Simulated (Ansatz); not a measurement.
**Which is lower?**

Two relaxed structures of C$_{2}$H$_{7}$Si (charge +1), closed shell (PBE0-D4/def2-TZVP; forces vanish, vibrations not checked).

A:

```tsv
atom	x (Å)	y (Å)	z (Å)
C1	-1.1790	0.9436	-0.6744
C2	1.0239	-0.7541	0.9610
Si3	0.1735	-0.2597	-0.5628
H4	-2.0415	0.4706	-1.1626
H5	-0.8702	1.7592	-1.3432
H6	-1.4754	1.3527	0.2916
H7	0.6190	-0.8921	-1.8197
H8	0.8878	-1.8354	1.1027
H9	0.6726	-0.2218	1.8450
H10	2.1044	-0.6051	0.8366
```

B:

```
10
angstrom
C -1.2237 0.5896 -0.5838
C -0.0825 -0.1959 -0.5734
Si 1.0207 -0.5894 0.9583
H -1.8409 0.6813 -1.4756
H -0.1383 1.1644 -0.8340
H -1.5824 1.0560 0.3317
H 0.1909 -0.6324 -1.5374
H 0.7406 -2.0338 1.1170
H 0.5092 0.2571 2.0545
H 2.4063 -0.2968 0.5428
```

Computed with Ansatz 0.2.0 (basis: def2-TZVPP); correlated methods freeze the cores. B3LYP uses VWN-RPA correlation.

Q: Which structure is lower at CCSD(T), and by how much? (To be estimated.)

A: The calculation gives: A, by 45.82 kcal/mol (electronic energy, against the other). By their contacts, A is C₂H₇Si ([CH3][SiH][CH3]), total charge +1 and B is C₂H₇Si ([CH3][CH][SiH3]), total charge +1.

All methods give the same order:

| method | E(B) − E(A) (kcal/mol) |
| --- | --- |
| PBE-D4 | 47.91 |
| r2SCAN-D4 | 48.05 |
| PBE0-D4 | 48.21 |
| B3LYP-D4 | 47.07 |
| wB97M-V | 47.35 |
| HF | 41.44 |
| MP2 | 49.25 |
| CCSD | 45.87 |
| CCSD(T) | 45.82 |

No T1 diagnostic of these runs exceeds 0.012.

Labels in which every atom is bracketed show which atoms are joined, not bond orders.

For scale, one of the runs: CCSD(T)/def2-TZVPP, 202 basis functions, launched by `ansatz run in.yaml --threads 2 --pin off --events-out ev --progress --plain --max-ram 4352MiB`. The run took 52 s on 2 CPU threads of an Arm Neoverse V1 (shared host), with 2.4 GiB of host memory at its peak.
